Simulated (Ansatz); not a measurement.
# SiH3+ (SMILES [SiH3+]): one structure at several levels

One table from this session's results is given with a row withheld; the runs are named, their logs left out.

Method: single points in def2-TZVPP; program: Ansatz 0.2.0, Gaussian basis.

Cores are frozen in the correlated methods.

## Starting geometry

SMILES `[SiH3+]`, 4 atoms, charge 1, spin multiplicity 1.

Atoms are counted from 1 here; the program's logs count them from 0.

Bond lengths: Si1–H2 1.435 Å, Si1–H3 1.631 Å, Si1–H4 1.521 Å. Angles: H2–Si1–H3 121.5°, H2–Si1–H4 124.4°, H3–Si1–H4 114.0°.

Coordinates:

```xyz
4

Si    0.0398    0.0337   -0.0070
H     0.7738    0.9288    0.8413
H     0.0253   -1.5747    0.2628
H    -0.6841    0.4533   -1.2767
```

The first run:

Input file run/in.yaml:

```yaml
crystal:
  periodic: [false, false, false]
  atoms:
    - {symbol: Si, position_ang: [0.039795, 0.033677, -0.006954]}
    - {symbol: H, position_ang: [0.773831, 0.928798, 0.841292]}
    - {symbol: H, position_ang: [0.025303, -1.574671, 0.262769]}
    - {symbol: H, position_ang: [-0.684086, 0.453304, -1.276713]}
basis:
  gaussian: {orbitals: def2-TZVPP}
total_charge: 1
hamiltonian: {xc: pbe, dispersion: d4}
output: {forces: true}
```

Started as:

```console
$ ansatz run in.yaml --threads 2 --pin off --events-out ev --progress --plain --max-ram 3481MiB
```

Among the steps run: PBE-D4/def2-TZVPP; r2SCAN-D4/def2-TZVPP; PBE0-D4/def2-TZVPP; wB97M-V/def2-TZVPP; CCSD(T)/def2-TZVPP.

One of the session's tables, all rows but one given; the rest of the session is left out.

| method | RMS force component (eV/Å) | angle to CCSD(T) forces (°) |
| --- | --- | --- |
| PBE-D4 | ? | ? |
| r2SCAN-D4 | 1.134 | 2.5 |
| PBE0-D4 | 1.137 | 3.4 |
| wB97M-V | 1.171 | 2.0 |
| CCSD(T) | 1.154 | reference |

**Question.** Estimate the row for PBE-D4.

**Answer.** RMS force component (eV/Å): 1.086; angle to CCSD(T) forces (°): 8.4. In the column «RMS force component (eV/Å)» it is the lowest.
